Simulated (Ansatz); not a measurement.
Geometry optimisation, UKS CAM-B3LYP/STO-3G in Ansatz.

Input file:

```yaml
crystal:
  periodic: [false, false, false]
  atoms:
    - { symbol: C, position_ang: [-0.81092, 0.68851, -0.25139] }
    - { symbol: "N", position_ang: [0.03423, -0.36762, 0.23742] }
    - { symbol: Si, position_ang: [1.37429, -1.17746, 0.42994] }
    - { symbol: H, position_ang: [-1.4988, 0.27422, -0.98751] }
    - { symbol: H, position_ang: [-0.24275, 1.50225, -0.69869] }
    - { symbol: H, position_ang: [-0.83442, -0.5375, 0.78349] }
    - { symbol: H, position_ang: [2.52972, -1.99042, 0.67809] }
total_charge: 1
magnetization:
  spin_polarized: true
basis:
  gaussian: { orbitals: STO-3G }
hamiltonian:
  xc: cam_b3lyp
relax:
  f_tol: 0.02
  max_steps: 50
```

Command:

```bash
$ ansatz run input.yaml --threads 1 --pin off --max-ram 2048MiB --backend cpu --events-out ev --progress --plain --runs-dir out
```

Where does it end, and by what steps?

The run converged. The force dipped under the threshold on the way, but the program's further checks kept it going. Limits of this set-up: minimal basis, the dipole of an ion depends on the origin. After 21 steps the energy has fallen by 5.549 eV; H7 moved furthest, 0.83 Å.

```
step  energy less start (eV)  largest force component (eV/Å)  accepted
   0                  0.0000                           3.553       yes
   1                 -1.2720                           5.062       yes
   2                 -2.4487                           3.732       yes
   3                 -3.1377                           2.698       yes
   4                 -3.7967                           4.505       yes
   5                 -4.5999                           4.306       yes
   6                 -5.1559                           3.612       yes
   7                 -5.4365                           1.243       yes
   8                 -5.5143                           0.335       yes
   9                 -5.5227                           0.430       yes
  10                 -5.5426                           0.191       yes
  11                 -5.5470                           0.073       yes
  12                 -5.5470                           0.163        no
  13                 -5.5476                           0.014       yes
  14                 -5.5468                           0.208        no
  15                 -5.5481                           0.043       yes
  16                 -5.5479                           0.116        no
  17                 -5.5485                           0.019       yes
  18                 -5.5487                           0.017       yes
  19                 -5.5487                           0.064       yes
  20                 -5.5488                           0.038       yes
  21                 -5.5489                           0.003       yes
```

```xyz
7
Properties=species:S:1:pos:R:3
C -0.649 0.539 -0.406
N -0.005 -0.451 0.168
Si 1.912 -0.641 0.124
H -1.755 0.625 -0.363
H -0.074 1.316 -0.950
H -0.638 -1.141 0.662
H 1.760 -1.855 0.957
```

Whether the end is a true minimum wasn't checked by a vibrational analysis.

Run time: 68 s on 1 thread of Arm Neoverse N1, with other jobs on the host, peak memory 0.18 GiB.
